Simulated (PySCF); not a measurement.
# The C–H bond energy of CH₃⁺

Level of theory: PBE0/[C def2-TZVP, H def2-TZVP], no relativity, density fitting, PySCF.

Each entry is the lowest minimum that a search over a few typed start shapes (and spin states, where more than one is plausible) found, or that minimum re-optimised at the stated level; isomers with ligand–ligand bonds, or fragments after loss of a ligand pair, can lie lower.

Total energies (Eh), which compare only within these settings: H atom -0.50106.

```csv
species,2S+1,group,E (Eh),ZPE (kJ/mol)
CH₂⁺,2,C2v,-38.72958,42.9
CH₃⁺,1,D3h,-39.43346,82.1
```

**Question.** What are De and D0 for CH₃⁺ → CH₂⁺ + H?

**Answer.** De = [(-38.72958) + (-0.50106) − (-39.43346)] × 2625.5 = 533 kJ/mol. The zero-point energy changes by -39.2 kJ/mol, so D0 = 493 kJ/mol.

Atoms and open shells are unrestricted, without spin–orbit or basis-set superposition corrections.
